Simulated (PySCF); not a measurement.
Assigning NMR signals

Structure with atom numbers: `[CH2:1]1[CH2:2][C@H:3]2[CH2:4][C@@H:5]1[CH2:6]2`; H(Xn) means a hydrogen on atom n. Ha(C4), Ha(C6) are cis to C1 on the ring; Hb(C4), Hb(C6) are trans to C1 on the ring.

PySCF 2.14.0 with density-fitted response routines calculation with GIAO PBE0/pcSseg-1 shieldings, spin–spin couplings from B3LYP/pcJ-1 (without the spin–dipole term) and structure optimised with PBE0-D3(BJ)/def2-SVP; one computed conformer, no solvent model, equivalent nuclei averaged, relativity neglected.

Chemical shifts δ = σref − σ; $^{13}$C (σref 184.41), $^{1}$H (σref 31.27) vs TMS, all at this level.

Question: Assign these signals to the numbered atoms. $^{13}$C{$^{1}$H} NMR (computed): δ 41.0, 40.9, 28.9.

Answer: 
41.0 → C3/C5, sp3 CH in a ring: aliphatic region, no heteroatom directly attached
40.9 → C4/C6, sp3 CH2 in a ring: aliphatic region, no heteroatom directly attached
28.9 → C1/C2, sp3 CH2 in a ring

C3/C5 and C4/C6 lie closer than the usual error of such a calculation, so a measured spectrum could show them in the other order.

Question: Assign these signals to the numbered atoms. $^{1}$H NMR (400 MHz, computed): δ 2.31 (m, 2H), 1.54 (m, 4H), 1.47 (m, 2H), 0.82 (m, 2H).

Answer: 
2.31 → H(C3)/H(C5), hydrogen on an sp3 CH in a ring
1.54 → H(C1)/H(C2), hydrogen on an sp3 CH2 in a ring: far from electronegative atoms and π systems
1.47 → Hb(C4)/Hb(C6), hydrogen on an sp3 CH2 in a ring
0.82 → Ha(C4)/Ha(C6), hydrogen on an sp3 CH2 in a ring

H(C1)/H(C2) and Hb(C4)/Hb(C6) lie closer than the usual error of such a calculation, so a measured spectrum could show them in the other order.

Splittings below 1 Hz are ignored in the labels, and close J values are merged. Couplings among chemically equivalent protons are left out too, so labels in AA′BB′ or AA′XX′ sets are apparent multiplicities. Unscaled 3J(H,H) at this level run about 10 % above measured values. Shifts are as computed. Against solution values, carbons near 30 ppm lie about +2 ppm off and those near 130 ppm about +5 ppm. Of 1211 compounds with measured shifts, 218 miss one by over three times the rms of a fit or turn the order of signals round; such compounds aren't used in these exercises.
